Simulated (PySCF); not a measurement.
Molecule: SMILES C#CC#C, C₄H₂.

Mapped SMILES: `[CH:1]#[C:2][C:3]#[CH:4]`. Each H is labelled by its parent atom.

Spin–spin couplings on one PBE0-D3(BJ)/def2-SVP geometry, PySCF 2.14.0 with density-fitted response routines, gas phase, non-relativistic, equivalent pairs averaged; isotopes 13C; basis pcJ-1.

Reference values (Hz): 1J(C1,C2) = 190.3 (measured; solution (compiled); Pretsch, Buehlmann, Badertscher, Structure Determination of Organic Compounds, 4th ed., Springer 2009); 1J(C2,C3) = 153.4 (measured; solution (compiled); Pretsch, Buehlmann, Badertscher, Structure Determination of Organic Compounds, 4th ed., Springer 2009).

Question: How do the couplings (Hz) change with the functional? Times are CPU seconds on 1 thread of an Arm Neoverse V1, shared host.

Answer: 
| functional | functions | 1J(C1,C2) | 1J(C2,C3) | mean abs. error | core-s |
| --- | --- | --- | --- | --- | --- |
| LDA | 128 | 197.5 | 143.7 | 8.5 | 3.7 |
| PBE | 128 | 214.5 | 160.8 | 15.8 | 5.8 |
| KT2 | 128 | 200.8 | 150.1 | 6.9 | 6.2 |
| B3LYP | 128 | 231.4 | 176.8 | 32.2 | 5.8 |
| PBE0 | 128 | 227.1 | 173.6 | 28.5 | 5.9 |
| B97-2 | 128 | 224.2 | 170.6 | 25.5 | 5.8 |
| BHandHLYP | 128 | 260.2 | 205.0 | 60.8 | 6.7 |
| CAM-B3LYP | 128 | 233.0 | 176.5 | 32.9 | 7.8 |

Errors compare magnitudes, without vibrational corrections, and the largest couplings weigh most in the mean. Closest: KT2; furthest: BHandHLYP. Left out for a near triplet instability: HF/pcJ-1.
